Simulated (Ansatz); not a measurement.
# Nitrogen (N₂): how energies converge with the basis set

One table from this session's results is given with a row withheld; the runs are named, their logs left out.

Computed with Ansatz 0.2.0, Gaussian basis. Level: one geometry, several basis sets.

Plan: PBE0-D4/def2-SVP; ωB97M-V/def2-SVP; PBE0-D4/def2-QZVPP; ωB97M-V/def2-QZVPP; CCSD(T)/cc-pV(D+d)Z; CCSD(T)/cc-pV(T+d)Z; CCSD(T)/cc-pV(Q+d)Z; the functionals' def2-TZVPP values are taken from earlier runs.

### The geometry

All runs share one geometry, relaxed beforehand with PBE0-D4 in a triple-zeta def2 set.

SMILES `N#N`, 2 atoms, charge 0, spin multiplicity 1.

Atoms are counted from 1 here; the program's logs count them from 0.

Bond lengths: N1–N2 1.090 Å.

Set-up of the first run:

File in.yaml:

```yaml
crystal:
  periodic: [false, false, false]
  atoms:
    - {symbol: N, position_ang: [0.465460, -0.150322, 0.239808]}
    - {symbol: N, position_ang: [-0.465460, 0.150322, -0.239808]}
basis:
  gaussian: {orbitals: def2-SVP}
hamiltonian: {xc: pbe0, dispersion: d4}
output: {orbitals: {seedname: orbitals}}
```

On the command line:

```sh
$ ansatz run in.yaml --threads 2 --pin off --events-out ev --progress --plain --max-ram 32768MiB --backend cpu
```

Among the steps run: PBE0-D4 in def2-SVP; ωB97M-V in def2-SVP; PBE0-D4 in def2-QZVPP; ωB97M-V in def2-QZVPP.

One table of the session follows, with a row left open; its other results are not shown here.

It belongs to the step «Functionals by basis». 

```
functional       basis  HOMO (eV)  LUMO (eV)
   PBE0-D4    def2-SVP          ?          ?
   PBE0-D4  def2-TZVPP     -12.18      -0.42
   PBE0-D4  def2-QZVPP     -12.17      -0.46
   ωB97M-V    def2-SVP     -14.61       2.44
   ωB97M-V  def2-TZVPP     -14.79       2.12
   ωB97M-V  def2-QZVPP     -14.78       2.02
```

Estimate the missing values for PBE0-D4, def2-SVP.

As computed: HOMO (eV): -12.05; LUMO (eV): -0.23. In the column «HOMO (eV)» it is the highest.
